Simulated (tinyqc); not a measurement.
Worked calculation: RHF in the sto-6g basis, for H2F+, spin multiplicity 1. One step of it, computed by the program tinyqc.

Task: Iteration 1: diagonalisation and new density. Diagonalise F' = X^T F X, C = X C', fill 5 alpha and 5 beta electrons from the bottom; D = 2 C_occ C_occ^T; the new density keeps 0.5 of the old one (damping). Each column has its largest component positive (the first on a tie).

Fock matrix F (hartree):
```
             1F 1s      1F 2s     1F 2px     1F 2py     1F 2pz      2H 1s      3H 1s
1F 1s   -25.748891  -6.284665   0.000000  -0.000493  -0.007362  -0.592135  -0.487677
1F 2s    -6.284665  -2.839528   0.000000  -0.009257  -0.105924  -0.558611  -0.475569
1F 2px    0.000000   0.000000  -0.368449   0.000000   0.000000   0.000000   0.000000
1F 2py   -0.000493  -0.009257   0.000000  -0.428904  -0.003915  -0.228543   0.199665
1F 2pz   -0.007362  -0.105924   0.000000  -0.003915  -0.399181  -0.182644  -0.160708
2H 1s    -0.592135  -0.558611   0.000000  -0.228543  -0.182644  -0.429871  -0.115626
3H 1s    -0.487677  -0.475569   0.000000   0.199665  -0.160708  -0.115626  -0.418501
```

X:
```
            1F 1s      1F 2s    1F 2px     1F 2py     1F 2pz      2H 1s      3H 1s
1F 1s    1.021725  -0.125178  0.000000  -0.000481  -0.002414   0.011879   0.010244
1F 2s   -0.125178   1.064395  0.000000   0.004817   0.021689  -0.130859  -0.108820
1F 2px   0.000000   0.000000  1.000000   0.000000   0.000000   0.000000   0.000000
1F 2py  -0.000481   0.004817  0.000000   1.023588   0.002259  -0.099298   0.086589
1F 2pz  -0.002414   0.021689  0.000000   0.002259   1.010869  -0.065261  -0.055413
2H 1s    0.011879  -0.130859  0.000000  -0.099298  -0.065261   1.046452  -0.035346
3H 1s    0.010244  -0.108820  0.000000   0.086589  -0.055413  -0.035346   1.034647
```

D at the start:
```
            1F 1s      1F 2s    1F 2px     1F 2py     1F 2pz      2H 1s      3H 1s
1F 1s    2.118382  -0.515527  0.000000  -0.002634  -0.012660   0.041873   0.035226
1F 2s   -0.515527   2.242168  0.000000   0.015519   0.070543  -0.174197  -0.146027
1F 2px   0.000000   0.000000  2.000000   0.000000   0.000000   0.000000   0.000000
1F 2py  -0.002634   0.015519  0.000000   2.083435   0.007868  -0.168578   0.146738
1F 2pz  -0.012660   0.070543  0.000000   0.007868   2.038052  -0.108991  -0.092908
2H 1s    0.041873  -0.174197  0.000000  -0.168578  -0.108991   0.032185   0.003968
3H 1s    0.035226  -0.146027  0.000000   0.146738  -0.092908   0.003968   0.023867
```

overlap S:
```
           1F 1s     1F 2s    1F 2px     1F 2py    1F 2pz     2H 1s      3H 1s
1F 1s   1.000000  0.232479  0.000000   0.000000  0.000000  0.021692   0.017857
1F 2s   0.232479  1.000000  0.000000   0.000000  0.000000  0.248282   0.213666
1F 2px  0.000000  0.000000  1.000000   0.000000  0.000000  0.000000   0.000000
1F 2py  0.000000  0.000000  0.000000   1.000000  0.000000  0.176858  -0.155107
1F 2pz  0.000000  0.000000  0.000000   0.000000  1.000000  0.126375   0.110890
2H 1s   0.021692  0.248282  0.000000   0.176858  0.126375  1.000000   0.093026
3H 1s   0.017857  0.213666  0.000000  -0.155107  0.110890  0.093026   1.000000
```

Give: F' = X^T F X; orbital energies; coefficients C; D after iteration 1.

Result:

F' = X^T F X (hartree):
```
         1       2       3       4       5       6       7
1  -25.339  -3.153   0.000  -0.002  -0.007  -0.059  -0.041
2   -3.153  -1.732   0.000  -0.001  -0.067  -0.222  -0.184
3    0.000   0.000  -0.368   0.000   0.000   0.000   0.000
4   -0.002  -0.001   0.000  -0.373   0.001  -0.179   0.157
5   -0.007  -0.067   0.000   0.001  -0.373  -0.127  -0.109
6   -0.059  -0.222   0.000  -0.179  -0.127  -0.296  -0.031
7   -0.041  -0.184   0.000   0.157  -0.109  -0.031  -0.320
```

orbital energies (hartree): MO1 -25.753, MO2 -1.401, MO3 -0.567, MO4 -0.466, MO5 -0.368, MO6 -0.169, MO7 -0.075

coefficients C:
```
           MO1     MO2     MO3     MO4    MO5     MO6     MO7
1F 1s    0.997  -0.244   0.008   0.064  0.000   0.048   0.018
1F 2s    0.014   0.984  -0.039  -0.327  0.000  -0.295  -0.116
1F 2px   0.000   0.000   0.000   0.000  1.000   0.000   0.000
1F 2py   0.000   0.009   0.708  -0.024  0.000   0.202  -0.723
1F 2pz   0.001   0.103   0.034   0.762  0.000  -0.637  -0.177
2H 1s   -0.002   0.072   0.418   0.338  0.000   0.426   0.808
3H 1s   -0.002   0.061  -0.401   0.394  0.000   0.760  -0.443
```

D after iteration 1:
```
         1F 1s   1F 2s  1F 2px  1F 2py  1F 2pz   2H 1s   3H 1s
1F 1s    2.116  -0.505   0.000   0.000   0.019   0.026   0.023
1F 2s   -0.505   2.198   0.000  -0.003  -0.114  -0.143  -0.126
1F 2px   0.000   0.000   2.000   0.000   0.000   0.000   0.000
1F 2py   0.000  -0.003   0.000   1.544   0.011   0.204  -0.219
1F 2pz   0.019  -0.114   0.000   0.011   1.611   0.225   0.246
2H 1s    0.026  -0.143   0.000   0.204   0.225   0.310  -0.028
3H 1s    0.023  -0.126   0.000  -0.219   0.246  -0.028   0.332
```
